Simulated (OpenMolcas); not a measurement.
# A workflow on CH8Si2 (SMILES [SiH3]C[SiH3])

We compute a series of 9 runs (UHF/def2-SVP, CASSCF(2,2)/def2-SVP, CASPT2(2,2)/def2-SVP, CASPT2[IPEA 0](2,2)/def2-SVP, SC-NEVPT2(2,2)/def2-SVP, PC-NEVPT2(2,2)/def2-SVP, MC-PDFT[tPBE](2,2)/def2-SVP, MC-PDFT[ftPBE](2,2)/def2-SVP, and more) of CH8Si2. 

The calculation is run with OpenMolcas 26.06.

### 1 The system as given

CH8Si2 has 11 atoms, charge 0, and is taken as a singlet. SMILES: `[SiH3]C[SiH3]`. The Si1–H6 distance was set to 3.272 Å, away from the relaxed value. At this shape a bond of the SMILES string is far longer than usual.

Bond lengths: Si1–C2 1.872 Å, C2–Si3 1.872 Å, Si1–H4 1.488 Å, Si1–H5 1.487 Å, C2–H7 1.095 Å, C2–H8 1.095 Å, Si3–H9 1.487 Å, Si3–H10 1.487 Å, Si3–H11 1.488 Å. Some angles: Si1–C2–Si3 114.4°, Si1–C2–H7 108.8°, Si1–C2–H8 108.8°, Si3–C2–H7 108.8°, Si3–C2–H8 108.8°, C2–Si1–H4 111.1°, C2–Si1–H5 110.2°, C2–Si3–H9 110.2°, C2–Si3–H10 110.2°, C2–Si3–H11 111.1°.

### 2 The energy at UHF/def2-SVP (run 1)

The input, input.xyz:

```xyz
11

Si    -0.793215     0.552222    -2.023762
C      0.079425    -1.103938    -2.044692
Si     1.700945    -1.134838    -1.109512
H     -2.070035     0.494302    -2.785592
H      0.072255     1.596422    -2.634662
H     -1.463790     1.436810     1.054620
H     -0.588335    -1.860118    -1.618372
H      0.266325    -1.391328    -3.084872
H      1.476415    -0.786868     0.319158
H      2.647825    -0.145778    -1.690702
H      2.329825    -2.481878    -1.172642
```

The input, step1.inp:

```
&GATEWAY
 BasLib = $CurrDir
 Coord = input.xyz
 Basis = def2-SVP
 Group = NoSym

&SEWARD

&SCF
 UHF
 Scramble = 0.25
 PrOrbitals = 1
```

The basis set def2-SVP is read from a file made from the Basis Set Exchange's data (not shown).

Started as:

```sh
export MOLCAS_MEM=1860
pymolcas step1.inp > step1.log
```

Standard output:

```text
--- Start Module: gateway ---
[...]
--- Stop Module: gateway /rc=_RC_ALL_IS_WELL_ ---
--- Start Module: seward ---
[...]
      Basis functions           90
--- Stop Module: seward /rc=_RC_ALL_IS_WELL_ ---
[...]
--- Start Module: scf ---
[...]
       Convergence after  31 Iterations
[...]
::    Total SCF energy                               -620.0591436498
[...]
      Total spin, S                                     0.5923019156
[...]
      Total electronic charge=   42.000000
      Total            charge=   -0.000000
[...]
      Dipole Moment (debye):
      Origin of the operator (angstrom)=    0.3820   -0.4303   -1.6299
                   X= -2.6128E-01               Y= -7.4742E-01               Z= -4.0661E-01           Total=  8.9008E-01
      Quadrupole Moment (debye*angstrom):
[...]
--- Stop Module: scf /rc=_RC_ALL_IS_WELL_ ---
[...]
```

It took 17 s on 1 thread of Intel Xeon Platinum 8259CL at 2.50GHz (Skylake/Cascade Lake), shared host; peak memory 0.49 GiB.

### 3 A single-point energy at CASSCF(2,2)/def2-SVP (run 2)

input.xyz is that of step 2.

The input, step2.input:

```
&GATEWAY
  BasLib=$CurrDir
  Coord=input.xyz
  Basis=def2-SVP
  Group=NoSym

&SEWARD

&RASSCF
  FileOrb=$CurrDir/step1.UnaOrb
  Spin=1
  Nactel=2 0 0
  Inactive=20
  Ras2=2
  OrbListing=NoCore
  OrbAppear=Compact
```

The basis set def2-SVP is read from a file made from the Basis Set Exchange's data (not shown).

Started as:

```sh
export MOLCAS_MEM=1860
pymolcas step2.input > step2.log
```

Standard output:

```text
--- Start Module: gateway ---
[...]
--- Stop Module: gateway /rc=_RC_ALL_IS_WELL_ ---
--- Start Module: seward ---
[...]
      Basis functions           90
--- Stop Module: seward /rc=_RC_ALL_IS_WELL_ ---
[...]
--- Start Module: rasscf ---
[...]
      Number of active orbitals                  2
[...]
      Spin quantum number                      0.0
[...]
      Active orbitals                            2
[...]
      Number of CSFs                             3
[...]
      Number of root(s) required                 1
[...]
      Convergence after  8 iterations
[...]
      printout of CI-coefficients larger than  0.05 for root  1
      energy=    -620.065633
      conf/sym  11     Coeff  Weight
             1  20  -0.85897 0.73783
             3  02   0.51203 0.26217
      Natural orbitals and occupation numbers for root  1
      sym 1:   1.475653   0.524347
      ************************************************************************************************************************
      *                                                    Final results                                                     *
[...]
::    RASSCF root number  1 Total energy:   -620.06563292
[...]
      Total electronic charge=   42.000000
      Total            charge=   -0.000000
[...]
      Dipole Moment (debye):
      Origin of the operator (angstrom)=    0.3820   -0.4303   -1.6299
                   X= -1.4730E-01               Y= -8.8533E-01               Z= -7.8808E-01           Total=  1.1944E+00
      Quadrupole Moment (debye*angstrom):
[...]
--- Stop Module: rasscf /rc=_RC_ALL_IS_WELL_ ---
[...]
```

It took 9.9 s on 1 thread of Intel Xeon Platinum 8259CL at 2.50GHz (Skylake/Cascade Lake), shared host; peak memory 0.49 GiB.

Runs 3 to 7 aren't shown in full; the table further down has their settings and results.

### 4 A single-point energy at MC-PDFT[ftPBE](2,2)/def2-SVP (run 8)

input.xyz is that of step 3.

The input, step8.input:

```
* CH8Si2 MC-PDFT

&GATEWAY
  BasLib=$CurrDir
  Coord=input.xyz
  Basis=def2-SVP
  Group=NoSym

&SEWARD

&RASSCF
  FileOrb=$CurrDir/step2.RasOrb
  Spin=1
  Nactel=2 0 0
  Inactive=20
  Ras2=2
  OrbListing=NoCore
  OrbAppear=Compact

&MCPDFT
  KSDFT=FT:PBE
```

The basis set def2-SVP is read from a file made from the Basis Set Exchange's data (not shown).

Started as:

```sh
export MOLCAS_MEM=1860
pymolcas step8.input > step8.log
```

Standard output:

```text
--- Start Module: gateway ---
[...]
--- Stop Module: gateway /rc=_RC_ALL_IS_WELL_ ---
[...]
      Basis functions           90
[...]
--- Start Module: rasscf ---
[...]
      Number of active orbitals                  2
[...]
      Spin quantum number                      0.0
[...]
      Active orbitals                            2
[...]
      Number of CSFs                             3
[...]
      Number of root(s) required                 1
[...]
      Convergence after  4 iterations
[...]
      printout of CI-coefficients larger than  0.05 for root  1
      energy=    -620.065633
      conf/sym  11     Coeff  Weight
             1  20  -0.85897 0.73782
             3  02   0.51203 0.26218
      Natural orbitals and occupation numbers for root  1
      sym 1:   1.475650   0.524350
      ************************************************************************************************************************
      *                                                    Final results                                                     *
[...]
::    RASSCF root number  1 Total energy:   -620.06563292
[...]
      Total electronic charge=   42.000000
      Total            charge=   -0.000000
[...]
      Dipole Moment (debye):
      Origin of the operator (angstrom)=    0.3820   -0.4303   -1.6299
                   X= -1.4739E-01               Y= -8.8524E-01               Z= -7.8807E-01           Total=  1.1943E+00
      Quadrupole Moment (debye*angstrom):
[...]
--- Stop Module: rasscf /rc=_RC_ALL_IS_WELL_ ---
[...]
--- Start Module: mcpdft ---
[...]
 ###    WARNING: Deprecation warning: KSDF should be replaced                ###
 ###    with FUNC keyword                                                    ###
 ###############################################################################
[...]
::    MCPDFT root number  1 Total energy:   -621.29480978
--- Stop Module: mcpdft /rc=_RC_ALL_IS_WELL_ ---
[...]
```

Run time: 11 s. Hardware: 1 thread of Intel Xeon Platinum 8259CL at 2.50GHz (Skylake/Cascade Lake), shared host; peak memory 0.49 GiB.

### 5 A single-point energy at MRCI(2,2)/def2-SVP (run 9)

input.xyz is that of step 4.

The input, step9.inp:

```
>>> EXPORT MOLCAS_PRINT=2

&GATEWAY
 BasLib
 $CurrDir
 Coord
 input.xyz
 Basis
 def2-SVP
 Group
 NoSym

&SEWARD

&RASSCF
 FileOrb
 $CurrDir/step2.RasOrb
 Spin
 1
 Nactel
 2 0 0
 Inactive
 20
 Ras2
 2
 OrbListing
 NoCore
 OrbAppear
 Compact

&MOTRA
 LumOrb
 Frozen
 11

&GUGA
 Electrons
 20
 Spin
 1
 Inactive
 9
 Active
 2
 CIAll
 1

&MRCI
 SDCI
```

The basis set def2-SVP is read from a file made from the Basis Set Exchange's data (not shown).

Started as:

```sh
export MOLCAS_MEM=1860
pymolcas step9.inp > step9.log
```

Standard output:

```text
--- Start Module: gateway ---
[...]
--- Stop Module: gateway /rc=_RC_ALL_IS_WELL_ ---
[...]
      Basis functions           90
[...]
      Number of active orbitals                  2
[...]
      Spin quantum number                      0.0
[...]
      Active orbitals                            2
[...]
      Number of CSFs                             3
[...]
      Number of root(s) required                 1
[...]
      Convergence after  4 iterations
[...]
      printout of CI-coefficients larger than  0.05 for root  1
      energy=    -620.065633
      conf/sym  11     Coeff  Weight
             1  20  -0.85897 0.73782
             3  02   0.51203 0.26218
      Natural orbitals and occupation numbers for root  1
      sym 1:   1.475650   0.524350
      ************************************************************************************************************************
      *                                                    Final results                                                     *
[...]
::    RASSCF root number  1 Total energy:   -620.06563292
[...]
      Dipole Moment (debye):
      Origin of the operator (angstrom)=    0.3820   -0.4303   -1.6299
                   X= -1.4739E-01               Y= -8.8524E-01               Z= -7.8807E-01           Total=  1.1943E+00
      Quadrupole Moment (debye*angstrom):
[...]
      *** WARNING: Default frozen orbitals is overwritten by user input.
      *** Default values:   5
[...]
--- Start Module: guga ---
[...]
--- Stop Module: guga /rc=_RC_ALL_IS_WELL_ ---
--- Start Module: mrci ---
[...]
       (But an ACPF correction will be computed)
       USE THE DEFAULT ACPF G-VALUE GFAC=  0.10000000000000001
[...]
                      CI ENERGY:  -620.40921134
[...]
                ACPF CORRECTION:    -0.04366048
[...]
      Total electronic charge=   42.000000
      Total            charge=    0.000000
[...]
     ACPF CORRECTION:     -0.04366048
[...]
  CI State   1     Total energy:   -620.40921134     QDav:     -0.04920642     QACPF:     -0.04366048
[...]
--- Stop Module: mrci /rc=_RC_ALL_IS_WELL_ ---
[...]
```

It took 33 s on 1 thread of Intel Xeon Platinum 8259CL at 2.50GHz (Skylake/Cascade Lake), shared host; peak memory 0.49 GiB.

### 6 Overview of the runs

| run | level | scramble | active rule | energy (Eh) | dipole moment (D) of the reference | wall time |
| --- | --- | --- | --- | --- | --- | --- |
| 1 | UHF/def2-SVP | 0.25 | – | -620.059144 | 0.89 | 17 s |
| 2 | CASSCF(2,2)/def2-SVP | – | uhf natural orbitals | -620.065633 | 1.19 | 9.9 s |
| 3 | CASPT2(2,2)/def2-SVP | – | uhf natural orbitals | -620.401852 | 1.19 | 12 s |
| 4 | CASPT2[IPEA 0](2,2)/def2-SVP | – | uhf natural orbitals | -620.403512 | 1.19 | 10 s |
| 5 | SC-NEVPT2(2,2)/def2-SVP | – | uhf natural orbitals | -620.400545 | 1.19 | 12 s |
| 6 | PC-NEVPT2(2,2)/def2-SVP | – | uhf natural orbitals | -620.400566 | 1.19 | 9.6 s |
| 7 | MC-PDFT[tPBE](2,2)/def2-SVP | – | uhf natural orbitals | -621.136355 | 1.19 | 12 s |
| 8 | MC-PDFT[ftPBE](2,2)/def2-SVP | – | uhf natural orbitals | -621.294810 | 1.19 | 11 s |
| 9 | MRCI(2,2)/def2-SVP | – | uhf natural orbitals | -620.409211 | 1.19 | 33 s |

### 7 What came out

| quantity | value |
| --- | --- |
| run 9, MRCI(2,2)/def2-SVP: total energy | -620.40921 Eh |
| run 9, MRCI(2,2)/def2-SVP: dipole moment (CASSCF density) | 1.19 D |

In words: Below the UHF energy at the same shape and in the same basis (def2-SVP): CASSCF(2,2) -6.5 mEh; CASPT2(2,2) -342.7 mEh; CASPT2[IPEA 0](2,2) -344.4 mEh; SC-NEVPT2(2,2) -341.4 mEh; PC-NEVPT2(2,2) -341.4 mEh; MRCI(2,2) -350.1 mEh. Active-space methods hold only the correlation inside their space unless a perturbation or CI step follows. Spin contamination of the reference: run 1 ⟨S²⟩ = 0.94. Where it is this large, the reference is a mixture of spin states, and values that rest on it are in doubt. All runs together took 2.1 min, the longest 33 s.
